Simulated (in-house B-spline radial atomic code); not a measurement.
## Removing the outer electron from species of like outer shells: F⁻ to I⁻

All numbers come from a B-spline radial code for spherical atoms, all electrons, at the radial basis limit: mean fields, RPA and GW scalar-relativistic (one-electron X2C; non-relativistic for the lightest neutral atoms and singly charged ions), without spin-orbit coupling, Breit or QED terms, open shells spin-polarised at highest spin; Brueckner, CI + MBPT and self-energy runs four-component with Breit and QED terms. References are NIST's ionisation energies and tabulated electron affinities. They run between lowest fine-structure levels, which the runs without spin-orbit coupling average over.

Columns: (a) minus the highest PBE0 level; (b) minus the highest CAM-B3LYP level; (c) minus the highest LC-wPBE level; (d) minus the highest Hartree-Fock level; (e) G0W0 on Hartree-Fock; (f) Dirac-Fock + self-energy with TDHF screening. Each gives computed minus reference, in eV; a star marks a semi-empirical reference. Species are left out where the tabulated value is theory, is uncertain by more than 0.12 eV, or (13 ions, such as In⁴⁺, Te⁴⁺ and Bi⁴⁺) lies off its series for all methods alike, which flatters the means a little. The TDHF-screened form was chosen among four for its agreement on 13 closed-shell atoms.

| species | configuration | reference (eV) | (a) | (b) | (c) | (d) | (e) | (f) |
| --- | --- | --- | --- | --- | --- | --- | --- | --- |
| F⁻ | [He] 2s2 2p6 | 3.40 | -3.19 | -1.54 | -0.30 | +1.52 | +0.21 | -0.05 |
| Cl⁻ | [Ne] 3s2 3p6 | 3.61 | ? | ? | ? | ? | ? | ? |
| Br⁻ | [Ar] 3d10 4s2 4p6 | 3.36 | -2.36 | -1.05 | +0.24 | +0.38 | +0.57 | -0.01 |
| I⁻ | [Kr] 4d10 5s2 5p6 | 3.06 | -1.98 | -0.78 | +0.48 | +0.37 | +0.76 | +0.04 |

(1) What are the differences for Cl⁻?

(2) How do the methods rank over these species?

Results:

(1) (a) -2.63; (b) -1.23; (c) +0.11; (d) +0.46; (e) +0.48; (f) -0.01 eV.

(2) Mean absolute differences: Dirac-Fock + self-energy with TDHF screening 0.03 eV; minus the highest LC-wPBE level 0.28 eV; G0W0 on Hartree-Fock 0.51 eV; minus the highest Hartree-Fock level 0.68 eV; minus the highest CAM-B3LYP level 1.15 eV; minus the highest PBE0 level 2.54 eV. One-signed throughout: minus the highest PBE0 level (too low), minus the highest CAM-B3LYP level (too low), minus the highest Hartree-Fock level (too high), G0W0 on Hartree-Fock (too high).
